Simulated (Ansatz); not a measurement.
Results of LDA (Ansatz, a program for electronic structure, plane waves, PAW) for tetragonal perovskite BaTiO3 (room-temperature form, which distorts further on cooling).

Settings: plane-wave cutoff 520 eV, 8×8×8 k mesh, Fermi–Dirac smearing 0.01 eV, no spin polarisation, scalar-relativistic PAW data made under PBE.

Response to compression and expansion:

Shape and atoms are relaxed at each volume.

```csv
V (Å³/atom),P (GPa),direct gap at Γ (eV),c (Å),a (Å)
11.765,7.38,1.890,3.889,3.889
12.010,3.35,1.984,3.929,3.910
12.255,0.00,2.094,3.974,3.926
12.500,-2.77,2.188,4.027,3.940
12.745,-5.01,2.268,4.086,3.949
```

The fundamental gap (1.85 eV at the equilibrium volume, with added k points) lies elsewhere than Γ–Γ.

Note: the relaxation could not lower the start's symmetry, so the cell can be a saddle point above a distorted one; the bulk modulus comes from volumes at which shape and atoms were relaxed.

Spin–orbit coupling is not included.
